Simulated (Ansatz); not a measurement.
# CH6NSi+: functionals against CCSD(T) at one geometry

How do the functionals fare away from a minimum? The structure is a structure displaced at random from a GFN2-xTB minimum.

Program: Ansatz 0.2.0, Gaussian basis. Level of theory: single points in def2-TZVPP. These are calculated values, not measurements.

Cores are frozen in the correlated methods.

## Step 1: The starting structure

SMILES `[CH2+]N[SiH3]`, 9 atoms, charge 1, spin multiplicity 1.

Atoms are counted from 1 here; the program's logs count them from 0.

Bond lengths: C1–N2 1.368 Å, C1–H4 1.276 Å, C1–H5 0.905 Å, N2–Si3 1.966 Å, N2–H6 0.892 Å, Si3–H7 1.412 Å, Si3–H8 1.350 Å, Si3–H9 1.546 Å. Angles: N2–C1–H4 115.2°, N2–C1–H5 130.6°, H4–C1–H5 106.8°, C1–N2–Si3 126.9°, C1–N2–H6 117.4°, Si3–N2–H6 115.5°, N2–Si3–H7 104.9°, N2–Si3–H8 106.2°, N2–Si3–H9 87.1°, H7–Si3–H8 111.8°, H7–Si3–H9 123.6°, H8–Si3–H9 117.1°.

As a file:

```xyz
9
CH6NSi
C    -0.7560    0.9384   -0.9644
N     0.1259    0.6867    0.0501
Si    0.7137   -1.0758    0.6920
H    -1.5828   -0.0015   -1.2125
H    -1.1533    1.7097   -1.2205
H     0.5333    1.3870    0.4228
H     2.0011   -1.2526    0.1394
H    -0.1697   -1.9705    0.2007
H     0.4618   -0.5502    2.1241
```

## Step 2: CCSD(T)/def2-TZVPP

Input file run/in.yaml:

```yaml
crystal:
  periodic: [false, false, false]
  atoms:
    - {symbol: C, position_ang: [-0.756000, 0.938400, -0.964400]}
    - {symbol: N, position_ang: [0.125900, 0.686700, 0.050100]}
    - {symbol: Si, position_ang: [0.713700, -1.075800, 0.692000]}
    - {symbol: H, position_ang: [-1.582800, -0.001500, -1.212500]}
    - {symbol: H, position_ang: [-1.153300, 1.709700, -1.220500]}
    - {symbol: H, position_ang: [0.533300, 1.387000, 0.422800]}
    - {symbol: H, position_ang: [2.001100, -1.252600, 0.139400]}
    - {symbol: H, position_ang: [-0.169700, -1.970500, 0.200700]}
    - {symbol: H, position_ang: [0.461800, -0.550200, 2.124100]}
basis:
  gaussian: {orbitals: def2-TZVPP}
total_charge: 1
correlation: {method: ccsd_t}
output: {forces: true}
```

No record of the launch command was kept for these runs.

## Step 3: PBE0-D4/def2-TZVPP

Edit run/in.yaml of step 2 so:

```diff
@@ -15,3 +15,3 @@
 total_charge: 1
-correlation: {method: ccsd_t}
-output: {forces: true}
+hamiltonian: {xc: pbe0, dispersion: d4}
+output: {forces: true, orbitals: {seedname: orbitals}}
```

## Step 4: wB97M-V/def2-TZVPP

Edit run/in.yaml of step 3 so:

```diff
@@ -15,3 +15,3 @@
 total_charge: 1
-hamiltonian: {xc: pbe0, dispersion: d4}
-output: {forces: true, orbitals: {seedname: orbitals}}
+hamiltonian: {xc: {name: wB97M-V}}
+output: {forces: true}
```

## Step 5: r2SCAN-D4/def2-TZVPP

Edit run/in.yaml of step 4 so:

```diff
@@ -15,3 +15,3 @@
 total_charge: 1
-hamiltonian: {xc: {name: wB97M-V}}
+hamiltonian: {xc: r2scan, dispersion: d4}
 output: {forces: true}
```

## Step 6: PBE-D4/def2-TZVPP

Edit run/in.yaml of step 5 so:

```diff
@@ -15,3 +15,3 @@
 total_charge: 1
-hamiltonian: {xc: r2scan, dispersion: d4}
+hamiltonian: {xc: pbe, dispersion: d4}
 output: {forces: true}
```

## Step 7: BLYP-D4/def2-TZVPP

Edit run/in.yaml of step 6 so:

```diff
@@ -15,3 +15,3 @@
 total_charge: 1
-hamiltonian: {xc: pbe, dispersion: d4}
+hamiltonian: {xc: {name: BLYP}, dispersion: d4}
 output: {forces: true}
```

## Step 8: r2SCANh-D4/def2-TZVPP

Edit run/in.yaml of step 7 so:

```diff
@@ -15,3 +15,3 @@
 total_charge: 1
-hamiltonian: {xc: {name: BLYP}, dispersion: d4}
+hamiltonian: {xc: {name: r2SCANh}, dispersion: d4}
 output: {forces: true}
```

(Steps that only read results are left out.)

What does the calculation give? Wanted: energy less free atoms, CCSD(T)/def2-TZVPP; RMS force component; RMS force error; HOMO and LUMO, PBE0-D4; T1 diagnostic.

**Answer**, as computed:

| quantity | value |
| --- | --- |
| energy less free atoms, CCSD(T)/def2-TZVPP | -21.013 eV |
| RMS force component | 4.671 to 4.874 eV/Å over the methods |
| RMS force error | PBE0-D4 0.255, wB97M-V 0.227, r2SCAN-D4 0.140, PBE-D4 0.160, BLYP-D4 0.118, r2SCANh-D4 0.198 eV/Å |
| HOMO and LUMO, PBE0-D4 | -14.95 and -8.36 eV |
| T1 diagnostic | 0.018 |

**Reading.** Against CCSD(T) the functionals' energies less atoms differ by -1.004 to -0.333 eV, PBE-D4 by -1.004 eV. The reference is not at the basis limit: in triple zeta CCSD(T) underbinds, which counts against methods that bind more; the gaps are no ranking. On forces the order runs from BLYP-D4 to PBE0-D4. Frozen-core CCSD(T) forces in triple zeta carry basis errors of their own, and this is one geometry, so small gaps rank nothing. The restricted Hartree–Fock reference is unstable towards an unrestricted one at one or more of these structures.
